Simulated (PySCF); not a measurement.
## H₂S: fields on a plane

Level of theory: PBE in PySCF with S def2-TZVP, H def2-TZVP; no relativity; density-fitted integrals.

The singlet minimum has S–H 1.352 Å (×2); H–S–H 91.8°.

The plane holds S1 at (0.00, 0.00), H2 at (1.35, 0.00), H3 at (-0.04, 1.35) Å. Columns run from x = -1.95 to 3.75 Å, rows from y = 3.75 (top) to -1.95 Å, in steps of 0.3 Å. Other isomers or separated fragments may lie lower.

Problem. Give the electrostatic potential (V) (cut at 20 V). Lower edges of the bins (V): '0' -0.30, '1' -0.18, '2' 0.01, '3' 0.31, '4' 0.79, '5' 1.55, '6' 2.74, '7' 4.65, '8' 7.66, '9' 12.43; top 20.0.

Solution. 
```
22222333332222222222
22233333333322222222
22333333333332222222
23333444333333222222
23334444443333322222
23344555544333332222
33345677654333333222
33456899754433333322
33456999865444333332
33457899865544433332
33568999987665443333
34579999998886543333
24589999999997544333
23579999999997544333
12479999998886543333
11357999987665443332
00235678765544433332
00023455554443333322
00001234433333332222
00001122333332222222
```

Problem. Give the electron localisation function (set to 0 where the density is under 0.005 e/Å³). Lower edges of the bins: '0' 0.000, '1' 0.100, '2' 0.200, '3' 0.300, '4' 0.400, '5' 0.499, '6' 0.599, '7' 0.699, '8' 0.799, '9' 0.899; top 1.00.

Solution. 
```
00000000000000000000
00000000000000000000
00000000000000000000
00000000000000000000
00004788630000000000
00048999972000000000
00169999983000000000
00169999982000000000
00158999962000000000
00137999842234200000
00136888645788730000
01356300269999970000
02576088089999980000
13687088089999980000
14789500389999970000
14689976667898840000
02578887533455300000
01356765311011000000
00124442100000000000
00001110000000000000
```
